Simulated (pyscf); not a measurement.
Single points on ωB97X-D3(BJ)/def2-SVP structures (PySCF, gas phase). Correlated levels are frozen-core, on RHF or UHF. ΔMP2 is the change of the MP2 total energy from the triple- to the quadruple-zeta basis.

Problem. How much does it cost (ΔH, 298 K, CCSD(T)/def2-TZVPP + ΔMP2(QZVPP)) to split S=CH–SH (SMILES S=CS) at its C–S bond into •HC=S + SH•?

Solution. C–S to •HC=S + SH•: 316.5 kJ/mol. The radicals are drawn with the spin at the cut bond; how far it spreads was not checked. The CCSD(T) − MP2 part came from Ansatz, without density fitting, on the same reference. An open-shell T1 diagnostic exceeds 0.045. A UHF reference is spin-contaminated (<S²> up to 1.01), which harms MP2 most. Left out: the spin-orbit lowering of SH.
